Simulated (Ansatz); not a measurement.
Equilibrium lattice constant a (Å) of solids drawn from the class of oxides, at two levels: PBE in Ansatz (PAW), and r²SCAN (Ansatz, an electronic-structure program, PAW).

```json
[
 {"solid": "rock-salt MgO", "PBE": "4.254", "r²SCAN": "4.204"},
 {"solid": "rock-salt SrO", "PBE": "5.195", "r²SCAN": "?"},
 {"solid": "cubic perovskite KTaO3", "PBE": "4.025", "r²SCAN": "3.990"},
 {"solid": "cubic perovskite BaZrO3", "PBE": "4.227", "r²SCAN": "4.205"},
 {"solid": "rock-salt CaO", "PBE": "4.831", "r²SCAN": "4.795"},
 {"solid": "cubic perovskite BaHfO3", "PBE": "4.206", "r²SCAN": "4.177"}
]
```

Task: Estimate the withheld r²SCAN value from the other rows.

Result: One way: carry over the typical ratio. The ratios r²SCAN / PBE of the other rows, in order: 0.9882, 0.9913, 0.9925, 0.9931, 0.9948; median 0.9925. Rock-salt SrO: 5.195 × 0.9925 = 5.156 Å; the run gives 5.160 Å. The ratios spread from 0.9882 to 0.9948, so such an estimate is rough.

Over all 6 rows r²SCAN is the larger in 0.

Ansatz's runs of these crystals have no spin polarisation.

Spin–orbit coupling is left out, also for the solids with elements from indium on (cubic perovskite KTaO3, cubic perovskite BaZrO3, cubic perovskite BaHfO3); its size isn't shown.

Ansatz's density-functional and Hartree–Fock values are scalar-relativistic unless marked +SOC, with PAW data made under PBE.
